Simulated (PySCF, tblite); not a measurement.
**phosphonium and fluoromethane**

A gas-phase complex of phosphonium and fluoromethane; charge +1, singlet. The structure comes from a short search (6 tight-binding starts) and was relaxed by PBE0-D3(BJ)/def2-SVPD; another way of binding may lie lower. No frequency run checks that it is a minimum.

| part | name | SMILES | atoms | charge | multiplicity |
| --- | --- | --- | --- | --- | --- |
| 1 | phosphonium | [PH4+] | 1–5 | +1 | 1 |
| 2 | fluoromethane | CF | 6–10 | 0 | 1 |

Coordinates in Å:
```
P1      0.137   -0.124   -0.061
H2     -0.706   -0.195    1.066
H3      1.276   -0.910    0.179
H4      0.506    1.215   -0.266
H5     -0.562   -0.612   -1.177
C6      2.568    0.102   -3.291
F7      1.710    0.053   -2.170
H8      1.990    0.498   -4.134
H9      3.405    0.763   -3.038
H10     2.913   -0.918   -3.490
```

Contacts between parts, classed by geometry: H2–P1···F7 2.637 Å (pnictogen bond, 179°).

Interaction energies are complex less parts, with the parts frozen as they stand in it; counterpoise-corrected, in kcal/mol (PySCF).

Task: Give the interaction energy at each level run.

Result: 
```tsv
level	interaction	superposition error removed
wB97M-D3(BJ)/def2-TZVPD	-13.80	-0.07
PBE0-D3(BJ)/def2-TZVPD	-13.70	-0.09
```

Task: What holds them together? Decompose the wB97M-D3(BJ)/def2-TZVPD energy: frozen parts, their antisymmetrised product, then relaxation.

Result: electrostatic -14.3, Pauli repulsion +7.5, orbital relaxation -6.0, dispersion correction -1.0 kcal/mol, which sum to the value before the counterpoise correction; the Pauli term holds the exchange-correlation of the frozen density too. Of the attraction, 67 % is electrostatic, 28 % is orbital relaxation, 5 % is dispersion correction.

The parts were also relaxed and run alone, at the levels used for the complex: shieldings by PBE0/pcSseg-2; core levels by delta-SCF with SCAN, pcX-2 on the ionised atom and pcseg-1 elsewhere, spin-free X2C (2p3/2 is the spin-free 2p value less a third of a first-order spin-orbit splitting).

Task: What does binding change?

Result: 
| property | alone | in the complex | change |
| --- | --- | --- | --- |
| H2–P1 bond (Å) | 1.409 | 1.409 | 0.000 |
| shielding of P1 (ppm) | 435.3 | 429.0 | -6.3 |
| shielding of F7 (ppm) | 465.8 | 451.3 | -14.5 |
| shielding of H2 (ppm) | 25.15 | 25.66 | +0.52 |
| P1 2p3/2 core level (eV) | 146.36 | 145.43 | -0.92 |
| C6 1s core level (eV) | 293.54 | 297.30 | +3.76 |
| F7 1s core level (eV) | 692.77 | 697.12 | +4.35 |

The 4 runs behind this took 72 s in all, one thread each of Arm Neoverse V2 on a shared host, launched as `OMP_NUM_THREADS=1 python cluster_run.py task.json out`.
